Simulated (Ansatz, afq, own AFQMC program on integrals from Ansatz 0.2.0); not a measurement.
# BI, singlet: AFQMC among the cluster methods

```yaml
atoms:
  - { symbol: B, position_ang: [-0.0638, -1.0373, 0.4018] }
  - { symbol: I, position_ang: [1.9044, -1.4556, 1.1053] }
```

Basis def2-TZVP with its core potentials. Noble-gas cores (and the filled d shells of Ga–Kr and In–Xe) are frozen. Ansatz 0.2.0 and our own AFQMC program on the same integrals; the CISD trial comes from CCSD amplitudes, and released means the phaseless constraint is let go. Error bars are statistical, one sigma. No spin–orbit coupling.

Determinant: RHF, the one that the program's search chose, which needn't be the lowest solution. The geometry is a PBE0/def2-SVP stationary point of this or a neighbouring charge and spin state.

No full CI on the walks' own integrals is used here; CCSDT(Q) serves as the reference and is uncertain by about the last step of the cluster series.

Cautions: no spin-orbit coupling; inner d shell frozen; higher spins were not checked; restricted determinant unstable towards unrestricted (UHF 61 meV lower, ⟨S²⟩ 0.30); raised T1 diagnostic (T1 0.023, weight of the determinant 0.85, largest double 0.08).

```
T1 diagnostic                               : 0.0233
weight of the determinant in the CISD state : 0.847
size of the correlated space                : 10 electrons in 71 orbitals
```

Reference: CCSDT(Q), correlation energy -6.874 eV. The released energy is read at 2.40 1/Eh (meV from the phaseless value at times in 1/Eh: -5 ± 5 at 0.24, -10 ± 4 at 0.51, -14 ± 3 at 0.99, -16 ± 5 at 1.62, -18 ± 5 at 2.40).

| level | E − E(reference) (mEh) | share of correlation (%) |
| --- | --- | --- |
| HF | 252.61 | 0.00 |
| MP2 | 43.66 | 82.72 |
| CCSD | 14.60 | 94.22 |
| CCSD(T) | 1.98 | 99.22 |
| CCSDT | 0.84 | 99.67 |
| ph-AFQMC/CISD | 0.89 ± 0.19 | 99.65 |
| released AFQMC | 0.23 ± 0.19 | 99.91 |

A walk keeps the symmetry of its determinant, which the program's search chose and which needn't be the lowest solution, so a lower state of the same spin and another symmetry isn't excluded. Released energies are given only where the last usable release times agree within the noise; a slower fall can still hide under it.
